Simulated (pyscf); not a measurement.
A first-order saddle from PySCF, ωB97X-D3(BJ)/def2-SVP:

```xyz
13

N      0.0134    -0.4751    -1.4382
Ti    -1.5261    -0.4696    -0.1377
Cl    -2.0972    -2.4995    -0.7503
Cl    -3.2115     0.7074    -0.8042
Cl    -1.4715    -0.8197     2.0384
H     -0.3189    -0.3810    -2.4014
H      0.5732    -1.3290    -1.4023
O     -0.2886     1.1489     0.2031
Si     0.1426     2.0303     1.5799
H      0.2610     0.6922    -0.6143
H     -1.1070     2.4223     2.2739
H      1.0207     1.2158     2.4603
H      0.8834     3.2363     1.1178
```
Charge 0, spin multiplicity 1.

Surface: singlet, charge 0. Lowest wavenumbers (cm⁻¹): 626i, 23, 72, 96, 111.

Task: Which two sides does it connect, and which bonds change?

Result: H₂N–Ti(Cl)(Cl)–Cl (SMILES [NH2][Ti]([Cl])([Cl])[Cl]) + HO–SiH₃ (SMILES O[SiH3]) ⇌ NH₃ (SMILES N) + H₃Si–O–Ti(Cl)(Cl)–Cl (SMILES [SiH3][O][Ti]([Cl])([Cl])[Cl]), a four-centre exchange read from left to right: N–Ti, H–O broken and H–N, O–Ti formed. At ωB97M-D3(BJ)/def2-TZVP it lies +0.04 eV from the left side and +0.87 eV from the right (each side as separated species at their lowest minima found). On the reactant side the descent ends in an adduct with a O–Ti contact, 0.61 eV under the separated species and 0.51 eV under the saddle at ωB97X-D3(BJ)/def2-TZVP. On the product side the descent ends in an adduct with a N–Ti contact, 0.89 eV under the separated species and 1.66 eV under the saddle at ωB97X-D3(BJ)/def2-TZVP. What is counted as formed (O–Ti) is already present as a longer contact in the reactant adduct; forming that adduct is a step of its own. What is counted as broken (N–Ti) persists as a longer contact in the product adduct; parting that adduct is a step of its own. At ωB97X-D3(BJ) the barrier from the zero used here is -0.10 eV. This is the saddle that the search found; another between the same sides may lie lower.
